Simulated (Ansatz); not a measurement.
**AlGe, quartet: the ladder up to full CI**

Geometry: a PBE0/def2-TZVP stationary point for this spin.

```yaml
atoms:
  - { symbol: Ge, position_ang: [0.0000, 0.0000, 0.0000] }
  - { symbol: Al, position_ang: [0.0000, 0.0000, 2.4669] }
```

Basis cc-pVDZ; Ansatz 0.2.0. Only valence electrons are correlated (noble-gas cores and the filled d shells of p-block atoms frozen), which leaves 7 electrons in 26 orbitals. Prefix R: restricted or restricted open-shell reference; prefix U: unrestricted. Active spaces: valence = (7e, 8o) chosen from the atoms' valence shells. No spin–orbit coupling is included, and no scalar relativity.

Full CI is exact within this basis and frozen core; it isn't the basis-set limit. The frozen core follows each run's orbitals, which can shift R against U totals by a few meV for light atoms and by up to 0.1 eV past Ca.

For open shells CISD is restricted-active-space CI with the open shells as a complete middle space.

* UHF ⟨S²⟩: 3.770
* T1 diagnostic (RCCSD): 0.0382
* largest doubles amplitude (RCCSD): 0.080

| level | E − E(RHF) (eV) |
| --- | --- |
| RMP2 | -2.6256 |
| RCCSD | -3.3604 |
| RCCSD(T) | -3.5023 |

Problem. Estimate how far full CI in cc-pVDZ lies from RCCSD(T). The table doesn't fix it; the size of (T) and the diagnostics are the guide.

Solution. Full CI in cc-pVDZ lies 4.9 kJ/mol below RCCSD(T), which is 36 % of the (T) step (-13.7 kJ/mol). T1 is raised, and the rest is a large part of (T). The miss exceeds 1 kcal/mol.

The other levels:

```csv
level,E − E(full CI) (kJ/mol),share of correlation (%),wall time
CISD,32.0,90.66,2.6 s
BCCD(T),4.9,98.56,4.1 s
RCCSDT,1.1,99.69,–
RCCSDT(Q),0.1,99.96,11 s
CASSCF (valence space),215.6,37.11,–
NEVPT2 (valence space),50.6,85.24,6 s
MRCISD (valence space),12.0,96.50,–
MRCISD+Q (valence space),-2.1,100.61,7.5 s
```

The correlation energy at full CI, counted from RHF, is -3.553 eV. That run took 4.6 min on 1 thread of Arm Neoverse N1, shared host over 5,352,180 determinants.

Run but not shown, since their state, orbitals or frozen core can't be matched to the reference's or they repeat it: UHF, UMP2, UCCSD, UCCSD(T), UCCSDT, UCCSDT(Q).

Times hold each run's SCF and search for its determinant on a shared host, so for small cases they say little of a method's own cost; they ran on 1 thread of Arm Neoverse N1.

More than 5 meV below full CI, which no variational method can be: MRCISD+Q (valence space).

The full-CI state has the irrep A2 of C2v, in the program's axes (one component, if the state is degenerate).

Natural occupations of full CI about the gap: 1.941 1.876 0.994 0.972 0.972 0.057 0.057 0.034 0.013 0.013; effectively unpaired electrons, Σ n²(2−n)², 3.10.
